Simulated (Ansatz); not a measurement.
# C₂H₄FNOS: up Jacob's ladder to CCSD(T)

One table from this session's results is given with a row withheld; the runs are named, their logs left out.

The runs use Ansatz 0.2.0, Gaussian basis; functionals in def2-TZVPP, the program's frozen cores in correlated methods.

Plan: LDA (SPW92), PBE-D4, revPBE-D4, BLYP-D4, r2SCAN-D4, B97M-V, PBE0-D4, B3LYP-D4, r2SCANh-D4, r2SCAN0-D4, HSE06-D4, BHLYP-D4, CAM-B3LYP-D4, LC-ωPBE, ωB97X-V, ωB97M-V, B2PLYP, PBE-QIDH; CCSD(T)/def2-SVP; CCSD(T)/def2-TZVPP; MP2/def2-QZVPP; extrapolation to the limit; RPA on PBE.

## The geometry

The geometry comes from an earlier relaxation with PBE0-D4 in a triple-zeta def2 set; it is a stationary point, not always the lowest conformer.

SMILES `N/C(S)=C(\O)F`, 10 atoms, charge 0, spin multiplicity 1.

Atoms are counted from 1 here; the program's logs count them from 0.

Bond lengths: N1–C2 1.401 Å, N1–H7 1.011 Å, N1–H8 1.011 Å, C2–S3 1.751 Å, C2–C4 1.332 Å, S3–H9 1.347 Å, C4–O5 1.345 Å, C4–F6 1.334 Å, O5–H10 0.964 Å. Angles: C2–N1–H7 112.3°, C2–N1–H8 112.0°, H7–N1–H8 110.9°, N1–C2–S3 117.1°, N1–C2–C4 122.2°, S3–C2–C4 120.6°, C2–S3–H9 96.0°, C2–C4–O5 123.2°, C2–C4–F6 123.5°, O5–C4–F6 113.2°, C4–O5–H10 109.3°.

As a file:

```xyz
10
charge 0, multiplicity 1
N    -0.0799   -1.3136   -0.5579
C     0.1525   -0.2506    0.3246
S     0.7843   -0.6514    1.9079
C    -0.1197    1.0131    0.0024
O    -0.6007    1.3790   -1.1993
F    -0.0293    2.0278    0.8635
H    -0.3662   -0.9953   -1.4743
H     0.7172   -1.9328   -0.6233
H    -0.1751   -1.5432    2.2217
H    -0.2001    2.2160   -1.4622
```

Set-up of the first run:

in.yaml reads:

```yaml
crystal:
  periodic: [false, false, false]
  atoms:
    - {symbol: N, position_ang: [-0.079859, -1.313642, -0.557891]}
    - {symbol: C, position_ang: [0.152469, -0.250650, 0.324581]}
    - {symbol: S, position_ang: [0.784262, -0.651419, 1.907948]}
    - {symbol: C, position_ang: [-0.119729, 1.013101, 0.002381]}
    - {symbol: O, position_ang: [-0.600654, 1.378974, -1.199328]}
    - {symbol: F, position_ang: [-0.029306, 2.027846, 0.863460]}
    - {symbol: H, position_ang: [-0.366164, -0.995347, -1.474270]}
    - {symbol: H, position_ang: [0.717238, -1.932765, -0.623253]}
    - {symbol: H, position_ang: [-0.175094, -1.543219, 2.221676]}
    - {symbol: H, position_ang: [-0.200063, 2.216023, -1.462204]}
basis:
  gaussian: {orbitals: def2-TZVPP}
hamiltonian: {xc: lda}
output: {orbitals: {seedname: orbitals}}
```

Command:

```
$ ansatz run in.yaml --threads 4 --pin off --events-out ev --progress --plain --max-ram 10444MiB
```

Among the steps run: LDA; PBE-D4 (GGA); revPBE-D4 (GGA); BLYP-D4 (GGA); r2SCAN-D4 (meta-GGA); B97M-V (meta-GGA); B3LYP-D4 (hybrid); r2SCANh-D4 (hybrid); r2SCAN0-D4 (hybrid); HSE06-D4 (hybrid); BHLYP-D4 (hybrid); CAM-B3LYP-D4 (range-separated); LC-ωPBE (range-separated); ωB97X-V (range-separated); ωB97M-V (range-separated); B2PLYP (double hybrid); PBE-QIDH (double hybrid).

One of the session's tables, all rows but one given; the rest of the session is left out.

It belongs to the step «Orbital energies across the functionals». 

```
  functional  HOMO (eV)  LUMO (eV)  gap (eV)
 LDA (SPW92)          ?          ?         ?
      PBE-D4      -4.66      -0.53      4.13
   revPBE-D4      -4.59      -0.45      4.14
     BLYP-D4      -4.55      -0.49      4.06
   r2SCAN-D4      -4.85      -0.21      4.64
      B97M-V      -4.93      -0.27      4.66
     PBE0-D4      -5.86       0.41      6.27
    B3LYP-D4      -5.67       0.09      5.77
  r2SCANh-D4      -5.31       0.13      5.44
  r2SCAN0-D4      -5.99       0.64      6.63
    HSE06-D4      -5.46       0.04      5.50
    BHLYP-D4      -6.97       1.20      8.18
CAM-B3LYP-D4      -7.19       1.33      8.52
     LC-ωPBE      -8.47       2.64     11.12
     ωB97X-V      -8.13       2.47     10.60
     ωB97M-V      -8.03       2.08     10.10
```

Estimate the missing values for LDA (SPW92).

The run gave: HOMO (eV): -4.83; LUMO (eV): -0.70; gap (eV): 4.13. In the column «HOMO (eV)» it lies between r2SCAN-D4 (-4.85) and PBE-D4 (-4.66).
